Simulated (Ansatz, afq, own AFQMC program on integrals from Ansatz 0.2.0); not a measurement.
# Where AFQMC and coupled cluster stand for Cl, doublet

A free Cl atom.

Basis def2-TZVP. Only valence electrons are correlated. Ansatz 0.2.0 and our own AFQMC program on the same integrals; the CISD trial comes from CCSD amplitudes, and released means the phaseless constraint is let go. Uncertainties: one standard error, sampling alone.

Determinant: UHF, the one that the program's search chose, which needn't be the lowest solution.

No full CI on the walks' own integrals is used here; CCSDTQ serves as the reference and is uncertain by about the last step of the cluster series.

Cautions: the ph-AFQMC/CISD walk drifts between its halves (2.9 errors).

```
T1 diagnostic                               : 0.0072
weight of the determinant in the CISD state : 0.929
⟨S²⟩ of the determinant                     : 0.760
size of the correlated space                : 7 electrons in 32 orbitals
```

| level | correlation energy (eV) |
| --- | --- |
| MP2 | -4.2262 |
| CCSD | -4.8846 |
| CCSD(T) | -5.0393 |

(1) Estimate where phaseless AFQMC with the Hartree–Fock trial lies against CCSD(T) on the same integrals.

(1) 5.9 ± 1.2 kJ/mol above CCSD(T).

Reference: CCSDTQ, correlation energy -5.063 eV. The released energy is read at 1.50 1/Eh (meV from the phaseless value at times in 1/Eh: 1 ± 4 at 0.24, -7.3 ± 0.9 at 0.50, -10.2 ± 1.7 at 1.00, -9.8 ± 1.6 at 1.50).

```csv
level,E − E(reference) (kJ/mol),share of correlation (%)
CCSD(T),2.2,99.54
CCSDT,0.4,99.91
CCSDT(Q),0.0,100.00
ph-AFQMC/HF,8.1 ± 1.2,98.33
ph-AFQMC/CISD,1.0 ± 0.1,99.79
released AFQMC,0.1 ± 0.2,99.99
```

CCSDT and higher add their correlation energy to the determinant of the CCSD(T) run, since their own runs factorise the integrals more tightly (a shift of under 2 meV). A walk keeps the symmetry of its determinant, which the program's search chose and which needn't be the lowest solution, so a lower state of the same spin and another symmetry isn't excluded. Released energies are given only where the last usable release times agree within the noise; a slower fall can still hide under it.
